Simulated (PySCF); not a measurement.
Spectrum to structure. Theory: PySCF 2.14.0, density-fitted response routines, TDDFT wB97X-D/def2-SVPD, vertical, gas phase, core orbitals frozen in the response. Geometries: PBE0-D3(BJ)/def2-SVP, one conformer each.

```csv
state,E (eV),λ (nm),f
S1,6.90,179.6,0.017
S2,7.42,167.2,0.010
S3,7.98,155.5,0.066
S4,8.06,153.8,0.036
S5,8.07,153.7,0.0076
S6,8.09,153.3,0.040
S7,8.19,151.3,0.032
S8,8.48,146.3,0.0063
S9,8.57,144.7,0.061
S10,8.74,141.9,0.0007
```

Orbital energies (eV): HOMO-3 -10.85, HOMO-2 -10.56, HOMO-1 -9.09, HOMO -9.00, LUMO 2.58, LUMO+1 3.16, LUMO+2 3.18.

**Question.** Which structure fits? All have the formula C4H7N.
A. `N[C@H]1[C@H]2C[C@@H]12`
B. `C=C[C@H]1CN1`
C. `CCCC#N`

**Answer.** A. Its S1 lies at 6.90 eV; the nearest of the others has S1 at 6.38 eV. S1 is HOMO→LUMO (52%), HOMO-1→LUMO (17%), HOMO→LUMO+1 (13%). Löwdin shares by element: HOMO nitrogen 47%, carbon 34% or more (atoms not listed hold the other 19%); LUMO carbon 38% or more, hydrogen 13% or more (atoms not listed hold the other 49%). At the same level the other candidates give, for their lowest levels:
- `C=C[C@H]1CN1`: 6.38 eV (f 0.191); 7.03 eV (f 0.032); 7.49 eV (f 0.013); 7.57 eV (f 0.144); 7.84 eV (f 0.017); T1 4.35 eV; HOMO -8.82, LUMO 1.75 eV
- `CCCC#N`: 7.72 eV (f 0.000); 8.08 eV (f 0.004); 8.09 eV (f 0.001); 9.01 eV (f 0.007); 9.07 eV (f 0.016); T1 6.41 eV; HOMO -11.22, LUMO 1.99 eV

The values belong to the conformer `[NH2:1][C@H:2]1[C@H:3]2[CH2:4][C@@H:5]12`: H–N1–C2–C3 -156°, H–N1–C2–C3 86°.
Triplets come from the Tamm–Dancoff approximation.
